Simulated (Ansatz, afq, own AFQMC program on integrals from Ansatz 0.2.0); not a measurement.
Two steps: Ansatz 0.2.0 writes the Fock matrix and Cholesky factors of the valence space, and afq projects on them the lowest state that overlaps trial and start.

```yaml
crystal:
  periodic: [false, false, false]
  atoms:
    - {symbol: Al, position_ang: [0.000000, 0.000000, 1.308589]}
    - {symbol: Al, position_ang: [0.000000, 0.000000, -1.308589]}
    - {symbol: H, position_ang: [0.000000, 1.353331, 2.152404]}
    - {symbol: H, position_ang: [0.000000, -1.353331, 2.152404]}
    - {symbol: H, position_ang: [0.676665, -1.172019, -2.152404]}
    - {symbol: H, position_ang: [-0.676665, 1.172019, -2.152404]}
basis:
  gaussian: {orbitals: 6-31G}
magnetization: {spin_polarized: false}
correlation: {method: ccsd_t, electrons: outside_noble_gas, hamiltonian_folder: ham}
```

```sh
$ ansatz run in.yaml --threads 1 --pin off --events-out ev --progress --plain --max-ram 1382MiB
```

Options of the walk:

```
--method phaseless --trial hf --walkers 10 --populations 1 --least-time 40 --time-step 0.01 --steps-per-block 5 --equilibration-blocks 200 --max-blocks 800 --target-error 0.00152 --factor-cut 1e-05 --seed 8614 --taylor-order 8
```

Times are imaginary, in 1/Eh. The walk had a cap of 203 s.

afq prints:

```
orbitals 24  electrons 5 5  factors 166 of 404
reference energy -486.04577341 Eh
CCSD correlation -0.10051860 Eh in 10 cycles, weight of the determinant in the CISD state 0.9156
energy of the start -486.045773 Eh
 block  time / (1/Eh)  mean weight  energy / Eh
     1     0.050  0.9981  -486.051459
     2     0.100  1.0015  -486.061169
     3     0.150  0.9965  -486.061682
     4     0.200  0.9979  -486.065918
     5     0.250  1.0062  -486.070944
     7     0.350  1.0016  -486.079803
     9     0.450  1.0026  -486.088475
    26     1.300  1.0025  -486.131780
    76     3.800  0.9994  -486.152004
   126     6.300  1.0045  -486.139795
   176     8.800  0.9964  -486.164417
   226    11.300  1.0034  -486.148734
   276    13.800  1.0064  -486.127094
   326    16.300  1.0011  -486.142393
   376    18.800  0.9932  -486.150171
   426    21.300  1.0010  -486.167467
   476    23.800  1.0112  -486.159719
   526    26.300  1.0050  -486.192864
   576    28.800  1.0037  -486.122466
   601    30.050  0.9881  -486.113285
   626    31.300  0.9972  -486.146966
   676    33.800  1.0050  -486.160665
   726    36.300  1.0020  -486.133687
   776    38.800  1.0012  -486.134709
   801    40.050  0.9992  -486.201633
   826    41.300  0.9991  -486.171084
   876    43.800  1.0006  -486.153660
   926    46.300  1.0056  -486.128656
   976    48.800  0.9964  -486.131506
blocks merged  error / Eh  count
     1  0.000742  800
     2  0.001023  400
     4  0.001391  200
     8  0.001859  100
    16  0.002382  50
    32  0.002824  25
    64  0.002747  12
energy -486.152820 +/- 0.002824 Eh
(rows thinned)
```

The run passed its tests (sampling time, drift between the halves within three errors, error under three times the target), which doesn't prove that it has relaxed.

Against this walk (error 76.9 meV) on the same determinant: CCSD(T) 136.5 meV higher (within the noise), CCSDT(Q) 117.2 meV higher (within the noise), a separate phaseless walk with a CISD trial and standard settings 118.6 ± 77.0 meV higher (within the noise). The error is statistical and leaves out the bias of the constraint.

Cautions: constraint bias not in the error; error above the target (76.9 against 41.4 meV); so few walkers bias the energy; the time-step error isn't removed.

The walk took 2.8 s on 1 thread of Arm Neoverse V2 (shared host). The log's last line is the phaseless energy.

CCSDT and higher add their correlation energy to the determinant of the CCSD(T) run, since their own runs factorise the integrals more tightly (a shift of under 2 meV). A walk keeps the symmetry of its determinant, which the program's search chose and which needn't be the lowest solution, so a lower state of the same spin and another symmetry isn't excluded.
